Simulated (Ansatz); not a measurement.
Molecule: NO$_{2}$ (charge 0, doublet). It need not be the lowest isomer of its formula. 
Coordinates optimised at B3LYP-D3(BJ)/def2-TZVP (Ansatz, a program for electronic structure):
```xyz
3

N      0.0007    -0.0065     0.3208
O      0.0274     1.0999    -0.1182
O     -0.0281    -1.0942    -0.1625
```
Charge 0, spin multiplicity 2.

Basis-set convergence of Hartree-Fock and CCSD correlation energies (hartree) with Ansatz. Correlated levels leave the core frozen unless marked. UHF or UKS for open shells. No spin-orbit coupling. Non-relativistic.

```csv
basis,functions,E(HF),"E(corr, CCSD)"
aug-cc-pVDZ,69,-204.06673,-0.55750
aug-cc-pVTZ,138,(withheld),(withheld)
```

Question: Complete the blanks.

Answer: 
- aug-cc-pVTZ, E(HF): -204.11406
- aug-cc-pVTZ, E(corr, CCSD): -0.66549
